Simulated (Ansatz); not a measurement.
We consider rock-salt HfC, described by r²SCANh (Ansatz, a first-principles code, PAW).

Run with plane-wave cutoff 520 eV, 10×10×10 k mesh, Fermi–Dirac smearing 0.05 eV, scalar-relativistic PAW data made under PBE.

Cell (relaxed at this level):

```cif
data_CHf
_chemical_formula_sum 'Hf1 C1'
_space_group_name_H-M_alt 'P 1'
_space_group_IT_number 1
_cell_length_a 3.28106
_cell_length_b 3.28106
_cell_length_c 3.28106
_cell_angle_alpha 60.000
_cell_angle_beta 60.000
_cell_angle_gamma 60.000
loop_
_space_group_symop_operation_xyz
  'x, y, z'
loop_
_atom_site_label
_atom_site_type_symbol
_atom_site_fract_x
_atom_site_fract_y
_atom_site_fract_z
_atom_site_occupancy
Hf1 Hf 0.00000 0.00000 0.00000 1
C1 C 0.50000 0.50000 0.50000 1
```

### Question
What does this level give for the bulk modulus and pressure derivative B′ of the bulk modulus?

### Answer

bulk modulus: 248 GPa
pressure derivative B′ of the bulk modulus: 3.9

Measured, for comparison: bulk modulus 242 GPa (room temperature, no zero-point or thermal correction, our sources range from 242 to 286; as tabulated in Synthesis of Binary Transition Metal Nitrides, Carbides and Borides from the …). Computed (rounded) less measured: bulk modulus not scored (sources differ).

Spin–orbit coupling is not included.

The computed numbers hold no vibrational or temperature effects.
